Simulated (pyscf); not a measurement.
Thermochemistry of product channels of H₃Si–O–SnH₃ (SMILES [SiH3][O][SnH3]) + HCl (SMILES Cl) on the singlet surface, in kcal/mol, from CCSD(T)/def2-TZVPP + ΔMP2(QZVPP) energies (ideal gas, 1 atm, RRHO with modes under 100 cm⁻¹ raised to 100, one conformer, R ln 2 for chiral ones without a mode under 150 cm⁻¹). Single points on ωB97X-D3(BJ)/def2-SVP structures (PySCF, gas phase). Correlated levels are frozen-core, on RHF or UHF. ΔMP2 is the change of the MP2 total energy from the triple- to the quadruple-zeta basis.

```json
[
 {"products": "HO–SiH₃ (SMILES O[SiH3]) + Cl–SnH₃ (SMILES [Cl][SnH3])", "ΔE": "-12.5", "ΔH(298 K)": "-11.0", "ΔG(600 K)": "-11.6", "ΔG(1200 K)": "-11.3"},
 {"products": "H₃Si–Cl (SMILES [SiH3]Cl) + HO–SnH₃ (SMILES [OH][SnH3])", "ΔE": "[?]", "ΔH(298 K)": "+4.8", "ΔG(600 K)": "+3.8", "ΔG(1200 K)": "+3.4"}
]
```

Question: Some entries are withheld; supply them.

Answer: 
- H₃Si–Cl (SMILES [SiH3]Cl) + HO–SnH₃ (SMILES [OH][SnH3]), ΔE: +3.7

These are energies of the channels, which say nothing of barriers. The CCSD(T) − MP2 part came from Ansatz, without density fitting, on the same reference. The frozen core leaves the outer d or s,p core shells of the metals and heavy elements correlated in the MP2 and CC values, and def2-TZVPP describes them poorly, which can shift differences by a few kcal/mol. Elements past Kr carry the def2 core potentials, without spin-orbit coupling.
